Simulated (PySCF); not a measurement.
Species: propanamide, C3H7NO.
Numbering: `[CH3:1][CH2:2][C:3]([NH2:4])=[O:5]` (hydrogens: H6, H7, H8 on C1; H9, H10 on C2; H11, H12 on N4)

The same species was optimised twice, with GFN2-xTB and with PBE0-D3(BJ)/def2-SVP (PySCF), and the same property calculations (PySCF, gas phase) were run on both structures.

```csv
coordinate,GFN2-xTB,PBE0-D3(BJ)/def2-SVP,change
C1–H6 (Å),1.087,1.100,+0.013
C1–H8 (Å),1.087,1.100,+0.013
C1–H7 (Å),1.087,1.099,+0.012
C2–H10 (Å),1.093,1.105,+0.012
C2–H9 (Å),1.093,1.104,+0.011
C1–C2 (Å),1.522,1.515,-0.007
C3=O5 (Å),1.208,1.213,+0.005
N4–H11 (Å),1.004,1.009,+0.005
N4–H12 (Å),1.006,1.011,+0.005
C3–N4 (Å),1.358,1.361,+0.003
C2–C3 (Å),1.521,1.521,0.000
H9–C2–H10 (°),107.9,105.7,-2.2
C2–C3–O5 (°),124.6,122.8,-1.8
C2–C3–N4 (°),113.4,114.8,+1.4
H6–C1–H7 (°),108.0,106.9,-1.1
C1–C2–H9 (°),110.3,111.3,+1.0
C2–C1–H6 (°),110.1,111.0,+0.9
C3–C2–H10 (°),108.2,107.4,-0.8
C1–C2–C3 (°),111.7,112.4,+0.7
C1–C2–C3–N4 (°),180,-171,+9
```

Rotational constants: A = 9904, B = 3853, C = 2873 MHz (GFN2-xTB) against A = 9911, B = 3824, C = 2864 MHz (PBE0-D3(BJ)/def2-SVP).

On the GFN2-xTB structure: HOMO (eV) -7.31 [PBE0/pcSseg-1]; LUMO (eV) 0.95 [PBE0/pcSseg-1]; dipole (D) 3.76 [PBE0/pcSseg-1]; GIAO shielding of C1 (ppm) 176.8 [PBE0/pcSseg-1]; GIAO shielding of C2 (ppm) 157.5 [PBE0/pcSseg-1]; GIAO shielding of C3 (ppm) 14.0 [PBE0/pcSseg-1]; GIAO shielding of N4 (ppm) 154.5 [PBE0/pcSseg-1]; GIAO shielding of O5 (ppm) -83.2 [PBE0/pcSseg-1].

What do these properties become on the PBE0-D3(BJ)/def2-SVP structure?

| property | level | on GFN2-xTB | on PBE0-D3(BJ)/def2-SVP | change |
| --- | --- | --- | --- | --- |
| HOMO (eV) | PBE0/pcSseg-1 | -7.31 | -7.29 | +0.02 |
| LUMO (eV) | PBE0/pcSseg-1 | 0.95 | 0.89 | -0.06 |
| dipole (D) | PBE0/pcSseg-1 | 3.76 | 3.77 | +0.01 |
| energy, GFN2-xTB geometry as zero (kcal/mol) | PBE0/pcSseg-1 | 0.0 | -0.3 | -0.3 |
| GIAO shielding of C1 (ppm) | PBE0/pcSseg-1 | 176.8 | 174.8 | -2.0 |
| GIAO shielding of C2 (ppm) | PBE0/pcSseg-1 | 157.5 | 156.1 | -1.4 |
| GIAO shielding of C3 (ppm) | PBE0/pcSseg-1 | 14.0 | 12.2 | -1.8 |
| GIAO shielding of N4 (ppm) | PBE0/pcSseg-1 | 154.5 | 153.7 | -0.8 |
| GIAO shielding of O5 (ppm) | PBE0/pcSseg-1 | -83.2 | -90.3 | -7.1 |

The heavy atoms differ by 0.051 Å rms after alignment. Among all bonds C1–H6, C1–H7, C1–H8 and C2–H10 change most and about equally (+0.012 to +0.013 Å). Changes are differences of the printed values. Neither structure is proved a minimum here.

The values belong to the conformer `[CH3:1][CH2:2][C:3]([NH2:4])=[O:5]`: C1–C2–C3–N4 -171°, H–N4–C3–C2 1°, H–N4–C3–C2 -178°.
